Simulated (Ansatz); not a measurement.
```yaml
crystal:
  periodic: [false, false, false]
  atoms:
    - {symbol: Ru, position_ang: [-0.362298, 0.002746, 0.001843]}
    - {symbol: N, position_ang: [2.083488, -0.015789, -0.010596]}
    - {symbol: H, position_ang: [2.451529, -0.967180, -0.007414]}
    - {symbol: H, position_ang: [2.466484, 0.460017, 0.806430]}
    - {symbol: H, position_ang: [2.458062, 0.451264, -0.836528]}
basis:
  gaussian: {orbitals: def2-TZVP}
total_charge: 1
magnetization: {spin_polarized: true, initial_magnetization: 5}
hamiltonian: {xc: pbe0}
relax: {f_tol: 0.004, max_steps: 80}
```

```sh
$ ansatz run in.yaml --threads 1 --pin off --events-out ev --progress --plain --max-ram 2176MiB
```

Steps of the relaxation (energy above the last step; positions in Å, forces in eV/Å):

```
5
step 1, 31.6 meV
Ru   -0.362    0.003    0.002    0.483   -0.004   -0.003
N     2.083   -0.016   -0.011   -0.415    0.002    0.002
H     2.452   -0.967   -0.007   -0.023    0.086    0.000
H     2.466    0.460    0.806   -0.022   -0.042   -0.074
H     2.458    0.451   -0.837   -0.022   -0.042    0.075
```

```
5
step 2, 7.6 meV
Ru   -0.229    0.001    0.001   -0.299    0.002    0.001
N     2.049   -0.015   -0.010    0.098   -0.003   -0.001
H     2.417   -0.965   -0.007    0.066   -0.025    0.000
H     2.434    0.459    0.805    0.068    0.013    0.021
H     2.425    0.451   -0.835    0.067    0.013   -0.021
```

```
5
step 3, 0.1 meV
Ru   -0.268    0.001    0.001   -0.017    0.000    0.000
N     2.056   -0.015   -0.010   -0.038   -0.001    0.000
H     2.428   -0.964   -0.007    0.018   -0.005    0.000
H     2.445    0.459    0.804    0.018    0.002    0.004
H     2.436    0.450   -0.834    0.018    0.002   -0.004
```

```
5
step 6, 0.0 meV
Ru   -0.272    0.002    0.001    0.000    0.000    0.000
N     2.055   -0.015   -0.010    0.000   -0.001    0.000
H     2.430   -0.963   -0.007   -0.001    0.001    0.000
H     2.446    0.458    0.803    0.001    0.000    0.000
H     2.438    0.450   -0.833    0.000    0.000    0.000
```

Close pairs at the end: N2–H3 1.020 Å, N2–H5 1.020 Å, N2–H4 1.020 Å, Ru1–N2 2.327 Å.

A stationary point of unrestricted PBE0 after 6 steps, with ⟨S²⟩ = 8.751 against 8.75 for a pure state; no frequencies were run, so it isn't proven a minimum. 1.9 min on 1 thread of AMD EPYC 9R45, shared host.
